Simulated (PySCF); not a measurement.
Isomers of C5H11F, one GFN2-xTB conformer each. Single-point energies are computed at PBE0/pcSseg-1 (PySCF, gas phase, no added dispersion term), electronic only.

```tsv
SMILES	GFN2-xTB relative energy (kJ/mol)
CC[C@@H](C)CF	14.9
CCCCCF	18.9
CCC(F)CC	10.3
CC(C)(C)CF	3.9
CCC[C@@H](C)F	8.4
CCC(C)(C)F	0.0
CC(C)[C@@H](C)F	7.2
```

Conformers: `[CH3:1][CH2:2][C@@H:3]([CH3:4])[CH2:5][F:6]` with C1–C2–C3–C4 69°, C2–C3–C5–F6 64°; `[CH3:1][CH2:2][CH2:3][CH2:4][CH2:5][F:6]` with C1–C2–C3–C4 179°, C2–C3–C4–C5 176°, C3–C4–C5–F6 -66°; `[CH3:1][CH2:2][CH:3]([F:4])[CH2:5][CH3:6]` with C1–C2–C3–F4 -63°, C2–C3–C5–C6 -177°; `[CH3:1][CH2:2][CH2:3][C@@H:4]([CH3:5])[F:6]` with C1–C2–C3–C4 180°, C2–C3–C4–C5 178°; `[CH3:1][CH2:2][C:3]([CH3:4])([CH3:5])[F:6]` with C1–C2–C3–C4 56°; `[CH3:1][CH:2]([CH3:3])[C@@H:4]([CH3:5])[F:6]` with C1–C2–C4–C5 -54°.

Q: What does PBE0/pcSseg-1 give for the same structures?

A: 
```json
{"SMILES": "CCC(C)(C)F", "PBE0/pcSseg-1 E (Eh)": "-296.63712", "PBE0/pcSseg-1 (kJ/mol)": "0.0", "GFN2-xTB (kJ/mol)": "0.0", "point group": "C1"}
{"SMILES": "CCC(F)CC", "PBE0/pcSseg-1 E (Eh)": "-296.63246", "PBE0/pcSseg-1 (kJ/mol)": "12.2", "GFN2-xTB (kJ/mol)": "10.3", "point group": "Cs"}
{"SMILES": "CCC[C@@H](C)F", "PBE0/pcSseg-1 E (Eh)": "-296.63228", "PBE0/pcSseg-1 (kJ/mol)": "12.7", "GFN2-xTB (kJ/mol)": "8.4", "point group": "C1"}
{"SMILES": "CC(C)[C@@H](C)F", "PBE0/pcSseg-1 E (Eh)": "-296.63188", "PBE0/pcSseg-1 (kJ/mol)": "13.7", "GFN2-xTB (kJ/mol)": "7.2", "point group": "C1"}
{"SMILES": "CC(C)(C)CF", "PBE0/pcSseg-1 E (Eh)": "-296.62963", "PBE0/pcSseg-1 (kJ/mol)": "19.7", "GFN2-xTB (kJ/mol)": "3.9", "point group": "Cs"}
{"SMILES": "CC[C@@H](C)CF", "PBE0/pcSseg-1 E (Eh)": "-296.62569", "PBE0/pcSseg-1 (kJ/mol)": "30.0", "GFN2-xTB (kJ/mol)": "14.9", "point group": "C1"}
{"SMILES": "CCCCCF", "PBE0/pcSseg-1 E (Eh)": "-296.62514", "PBE0/pcSseg-1 (kJ/mol)": "31.5", "GFN2-xTB (kJ/mol)": "18.9", "point group": "C1"}
```

Both levels put the same isomer lowest; measured from each level's own lowest isomer, the values differ by up to 15.8 kJ/mol (CC(C)(C)CF: 3.9 against 19.7). Neighbours about 10 kJ/mol apart or less (CCC(F)CC and CCC[C@@H](C)F; CCC[C@@H](C)F and CC(C)[C@@H](C)F; CC(C)[C@@H](C)F and CC(C)(C)CF; CC(C)(C)CF and CC[C@@H](C)CF; others) can change places with a better method, another conformer or zero-point energy.

Q: Which frontier levels, dipoles and rotational constants go with these structures?

A: 
```json
{"SMILES": "CCC(C)(C)F", "HOMO (eV, PBE0/pcSseg-1)": "-8.83", "LUMO (eV)": "1.36", "dipole (D)": "1.81", "A, B, C (MHz)": "4578, 2622, 2555"}
{"SMILES": "CCC(F)CC", "HOMO (eV, PBE0/pcSseg-1)": "-8.82", "LUMO (eV)": "1.55", "dipole (D)": "1.73", "A, B, C (MHz)": "7433, 1922, 1677"}
{"SMILES": "CCC[C@@H](C)F", "HOMO (eV, PBE0/pcSseg-1)": "-8.85", "LUMO (eV)": "1.54", "dipole (D)": "1.75", "A, B, C (MHz)": "7356, 1741, 1516"}
{"SMILES": "CC(C)[C@@H](C)F", "HOMO (eV, PBE0/pcSseg-1)": "-8.78", "LUMO (eV)": "1.37", "dipole (D)": "1.80", "A, B, C (MHz)": "4441, 2607, 2312"}
{"SMILES": "CC(C)(C)CF", "HOMO (eV, PBE0/pcSseg-1)": "-8.85", "LUMO (eV)": "1.31", "dipole (D)": "1.71", "A, B, C (MHz)": "4451, 2580, 2575"}
{"SMILES": "CC[C@@H](C)CF", "HOMO (eV, PBE0/pcSseg-1)": "-8.85", "LUMO (eV)": "1.46", "dipole (D)": "1.77", "A, B, C (MHz)": "4725, 2317, 1696"}
{"SMILES": "CCCCCF", "HOMO (eV, PBE0/pcSseg-1)": "-8.83", "LUMO (eV)": "1.55", "dipole (D)": "1.79", "A, B, C (MHz)": "9274, 1356, 1268"}
```

Q: As an exercise, what shares would exp(−E/RT) give at 1000 K from these electronic energies alone (no entropy, no degeneracies)?

A: RT = 8.314 kJ/mol: CCC(C)(C)F 56.1 %, CCC(F)CC 12.9 %, CCC[C@@H](C)F 12.2 %, CC(C)[C@@H](C)F 10.7 %, CC(C)(C)CF 5.3 %, CC[C@@H](C)CF 1.5 %, CCCCCF 1.3 %.
